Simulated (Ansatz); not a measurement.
A nudged elastic band was laid between two geometries of H4Si + H5NSi (12 atoms, charge 0, multiplicity 1).

The calculation used RKS r2SCAN-D4/def2-SVP (Ansatz 0.2.0).

```
movable images  : 5
climbing image  : yes
spring          : 5.0 eV/Å²
optimiser       : quadratic models (default)
start path      : through a guess of the saddle point
force threshold : 0.05 eV/Å
iteration limit : 60
end points      : relaxed
```

First end point:

```xyz
12
Properties=species:S:1:pos:R:3
Si 0.379 0.141 -0.204
H 0.725 -0.364 1.155
H 1.661 0.352 -0.951
H -0.326 1.452 -0.126
H -0.427 -0.861 -0.958
N -2.285 -0.371 1.407
H -2.925 -0.738 0.708
Si -2.681 1.135 2.189
H -3.807 1.081 3.182
H -1.466 1.607 2.916
H -3.068 2.102 1.121
H -1.921 -1.136 1.969
```

Last end point:

```xyz
12
Properties=species:S:1:pos:R:3
Si -0.489 0.444 -0.413
H -0.414 -2.083 2.713
H 0.599 1.103 0.367
H -0.738 1.261 -1.645
H -0.061 -0.918 -0.857
N -1.879 0.302 0.633
H -2.592 -0.356 0.319
Si -2.358 1.331 1.959
H -3.042 0.513 3.006
H -1.122 1.954 2.513
H -3.299 2.427 1.562
H -0.745 -1.578 2.250
```

Task: What changes between the two ends?

Result: Bonds broken: Si1–H2, N6–H12. Bonds formed: Si1–N6, H2–H12. H4Si + H5NSi becomes H2 + H7NSi2.

Task: Give the energies along the band, and the barrier.

Result: The run converged. The highest image is number 2 of 0 to 6, 41.9 kcal/mol above the first end and 45.6 kcal/mol above the last; the last end lies 3.6 kcal/mol below the first. Neighbouring images differ by up to 1.5 eV, so the band resolves the path poorly. A vibrational analysis at the climbing image gives one clearly imaginary mode, 1237i cm⁻¹: a first-order saddle point. The orbitals stay closed-shell, which can raise the energy where a bond breaks towards radicals; this wasn't checked here.

```tsv
image	path coordinate (Å)	energy (kcal/mol)	Si1–H2 (Å)	N6–H12 (Å)	Si1–N6 (Å)
0	0.00	0.0	1.49	1.02	3.15
1	1.65	8.4	1.49	1.01	2.93
2	3.30	41.9	1.82	1.20	1.94
3	4.12	8.7	2.41	1.89	1.78
4	4.95	-2.3	3.13	2.45	1.75
5	5.77	-3.5	3.69	2.72	1.75
6	6.59	-3.6	4.02	2.73	1.75
```

Task: What is the geometry of the highest image?

Result: 
```xyz
12
Properties=species:S:1:pos:R:3
Si -0.348 0.070 -0.061
H 0.067 -1.161 1.219
H 0.797 0.881 0.449
H -1.076 1.087 -0.938
H -0.067 -1.013 -1.051
N -1.867 -0.104 1.129
H -2.632 -0.600 0.659
Si -2.403 1.260 2.155
H -3.515 0.795 3.031
H -1.215 1.641 2.966
H -2.858 2.408 1.324
H -1.022 -0.863 1.523
```

The band took 26 iterations and of the order of 11 core-minutes.

The run took 2.9 min on 4 threads of Arm Neoverse V2, on a shared host, peak memory 0.15 GiB.
